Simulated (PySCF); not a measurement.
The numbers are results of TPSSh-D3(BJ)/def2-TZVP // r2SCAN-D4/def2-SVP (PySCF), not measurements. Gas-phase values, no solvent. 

Reference species (SMILES): `[OH]` (neutral, multiplicity 2).

```
Property                         Result
-----------------------------  --------
highest occupied spin orbital  -8.09 eV
```

Changed species: `C[N]C` (free radical N(CH3)2; the reference has free radical OH).

### Question
Predict the effect on the highest occupied spin orbital.

### Answer
the highest occupied spin orbital goes up by 1.69 eV, to -6.40 eV.
